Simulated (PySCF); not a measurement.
C₃H₃NS, SMILES c1cscn1, point group Cs.

Force field and properties: PBE0/pcSseg-1 (PySCF, grid level 2). Vibrational terms come from second-order perturbation theory with semi-diagonal cubic constants, by steps of ±0.6 along the normal coordinates of each isotopologue. The parent has the commonest isotopes.

Equilibrium geometry in the parent's principal axes a, b, c (Å):

```csv
atom,a,b,c
C1,1.25,-0.71,0.00
C2,-0.01,-1.23,0.00
S3,-1.16,0.04,0.00
C4,0.14,1.18,0.00
N5,1.33,0.66,0.00
H6,2.17,-1.29,0.00
H7,-0.30,-2.27,0.00
H8,-0.05,2.25,0.00
```

Ground-state constants (MHz). Parent: 8522.2, 5472.7, 3330.7. A species with one ²H: 8317.8, 5197.1, 3196.9.

**Question.** Which position carries the label?

**Answer.** Moments I = 505379/B are 59.3018, 92.3454, 151.7334 and 60.7587, 97.2420, 158.0855 u Å². With M = 84.9986 u and Δm = 1.0063 u, μ = MΔm/(M + Δm) = 0.9945 u. Kraitchman's equations give |a|, |b|, |c| = 2.169, 1.297, 0.028 Å. That is H6, whose equilibrium values are 2.166, 1.294, 0.000 Å.
